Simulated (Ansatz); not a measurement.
Geometry optimisation, RKS PBE-D4/def2-SVP in Ansatz 0.2.0.

Input file:

```yaml
crystal:
  periodic: [false, false, false]
  atoms:
    - { symbol: "N", position_ang: [-1.47491, 0.94693, -1.57408] }
    - { symbol: Si, position_ang: [-0.13638, 0.75811, -0.68975] }
    - { symbol: Si, position_ang: [0.63848, -0.70307, 0.91917] }
    - { symbol: H, position_ang: [-2.28627, 0.34825, -1.53315] }
    - { symbol: H, position_ang: [0.8182, 1.81703, -1.02484] }
    - { symbol: H, position_ang: [-0.33814, -1.75947, 1.2287] }
    - { symbol: H, position_ang: [0.96656, -0.0187, 2.17986] }
    - { symbol: H, position_ang: [1.8638, -1.38029, 0.47736] }
basis:
  gaussian: { orbitals: def2-SVP }
hamiltonian:
  xc: pbe
  dispersion: d4
relax:
  f_tol: 0.015
  max_steps: 40
output:
  orbitals: {}
```

Run as:

```bash
$ ansatz run input.yaml --threads 1 --pin off --max-ram 2048MiB --backend cpu --events-out ev --progress --plain --runs-dir out
```

Task: Where does it end, and by what steps?

Result: The run converged. After 6 steps the energy has fallen by 0.135 eV; H4 moved furthest, 0.26 Å.

| step | energy less start (eV) | largest force component (eV/Å) | accepted |
| --- | --- | --- | --- |
| 0 | 0.0000 | 0.632 | yes |
| 1 | -0.1082 | 0.360 | yes |
| 2 | -0.1203 | 0.171 | yes |
| 3 | -0.1318 | 0.197 | yes |
| 4 | -0.1327 | 0.232 | yes |
| 5 | -0.1344 | 0.151 | yes |
| 6 | -0.1346 | 0.004 | yes |

```xyz
8
Properties=species:S:1:pos:R:3
N -1.502 0.918 -1.563
Si -0.097 0.837 -0.730
Si 0.622 -0.712 0.906
H -2.195 0.183 -1.355
H 0.896 1.918 -1.050
H -0.472 -1.719 1.138
H 0.930 0.004 2.195
H 1.868 -1.420 0.442
```

Whether the end is a true minimum wasn't checked by a vibrational analysis.

Time of the run: 20 s on 1 thread of Intel(R) Xeon(R) Processor @ 2.70GHz, with other jobs on the host, peak memory 0.14 GiB.
